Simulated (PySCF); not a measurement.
**SiC, HF: how much the basis matters**

PySCF, ROHF reference; triplet, unpaired electrons σ ↑, π ↑; De to Si + C without counterpoise correction.

| basis | relativity | functions | Re (Å) | ωe (cm⁻¹) | De (eV) | μ (D) |
| --- | --- | --- | --- | --- | --- | --- |
| cc-pV(D+d)Z/cc-pVDZ | no relativity | 37 | 1.683 | 1106 | 2.18 | -1.23 |
| aug-pcseg-1 | no relativity | 50 | 1.683 | 1106 | 2.21 | -1.31 |
| aug-cc-pV(D+d)Z/aug-cc-pVDZ | no relativity | 55 | 1.686 | 1094 | 2.20 | -1.37 |
| x2c-TZVPPall | spin-free X2C | 73 | 1.676 | 1107 | 2.35 | -1.38 |
| def2-TZVPPD | no relativity | 85 | 1.676 | 1109 | 2.36 | -1.36 |

(1) How does each smaller set differ from the one with most functions, def2-TZVPPD?

A positive dipole means Si(−)C(+). UHF is strongly spin-contaminated for SiC, so the ROHF reference used there is far from stable. Hartree–Fock leaves out correlation, which carries a large part of most bond energies and some tenths to 1 eV of ionisation energies. The state was picked by a PBE0 search and need not be the measured ground state.

Answers

(1) cc-pV(D+d)Z/cc-pVDZ: +0.7 pm, -0.3 % in ωe, -0.18 eV in De; aug-pcseg-1: +0.7 pm, -0.3 % in ωe, -0.15 eV in De; aug-cc-pV(D+d)Z/aug-cc-pVDZ: +1.0 pm, -1.4 % in ωe, -0.16 eV in De; x2c-TZVPPall: +0.0 pm, -0.2 % in ωe, -0.01 eV in De. All at HF; the set with most functions is neither the basis-set limit nor always the best. The rows treat relativity differently, so the differences are not basis effects alone.
